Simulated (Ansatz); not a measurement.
Process, species as SMILES: FC(F)(F)F + 4 [H][H] (H2) → C (CH4) + 4 F (HF)
B3LYP-D3(BJ)/def2-TZVP geometries, fixed; electronic energies without zero-point terms.

The energy of full hydrogenation at MP2 with Ansatz (a program for electronic structure), in kcal/mol, split into its Hartree-Fock and correlation parts. Cores are frozen. No added dispersion term, no relativity. Functions are those of the species that has most.

| basis | X | functions | Hartree-Fock | MP2 |
|---|---|---|---|---|
| cc-pVDZ | 2 | 70 | -60.54 | -55.64 |
| cc-pVTZ | 3 | 150 | -62.01 | -66.67 |
| cc-pVQZ | 4 | 275 | -64.76 | -72.36 |

Worked estimate of the basis-set limit from each neighbouring pair, with Hartree-Fock from the larger set and the correlation part extrapolated as X^-3.
Correlation parts: X = 2: 4.90, X = 3: -4.66, X = 4: -7.60.
- (2,3): (27·(-4.66) - 8·(4.90))/19 = -8.69; with Hartree-Fock -62.01 the estimate is -70.70 kcal/mol.
- (3,4): (64·(-7.60) - 27·(-4.66))/37 = -9.75; with Hartree-Fock -64.76 the estimate is -74.51 kcal/mol.
The last two estimates differ by 3.81 kcal/mol; the largest set lies 2.15 from the last. Over the last step Hartree-Fock moves by -2.75 and the correlation part by -2.94.
